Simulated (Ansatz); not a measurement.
Reaction: C2H5N (SMILES C=NC) → C2H5N (SMILES N1CC1)
Each species at its own B3LYP-D3(BJ)/def2-TZVP minimum (Ansatz, a program for electronic structure).

Property: isomerisation energy (electronic), in kcal/mol. Open shells are spin-unrestricted; no spin-orbit coupling. CBS(X,Y): correlation extrapolated as X^-3, Hartree-Fock from the larger set (Q,5: extrapolated as (X+1)exp(-9√X)). A bracket is a step between two methods taken in the basis named. Functionals run without relativity, which enters their misses. Double hybrids freeze cores in their MP2 part. 'core' is core correlation in cc-pwCVTZ, 'X2C' scalar relativity in cc-pVTZ-DK, both at CCSD(T).

CCSD(T)/CBS(cc-pVQZ,cc-pV5Z) + [CCSDT(Q) - CCSD(T)]/cc-pVDZ + core + X2C (Ansatz) gives 10.1 kcal/mol.

Question: How far off this value is PBE/def2-TZVPD (Ansatz), in which direction, and which of these levels come nearer: r2SCAN/def2-TZVPD, B3LYP/def2-TZVPD, PBE0/def2-TZVPD, B2PLYP/def2-TZVPD, CCSD(T)/CBS(cc-pVQZ,cc-pV5Z) + core + X2C?

Answer: PBE gives 8.6 kcal/mol, 1.5 kcal/mol below it. Differences of the others: r2SCAN/def2-TZVPD (Ansatz) -1.3; B3LYP/def2-TZVPD (Ansatz) 2.4; PBE0/def2-TZVPD (Ansatz) -3.1; B2PLYP/def2-TZVPD (Ansatz) 1.7; CCSD(T)/CBS(cc-pVQZ,cc-pV5Z) + core + X2C (Ansatz) -0.1 kcal/mol. Nearer than PBE: r2SCAN/def2-TZVPD, CCSD(T)/CBS(cc-pVQZ,cc-pV5Z) + core + X2C.
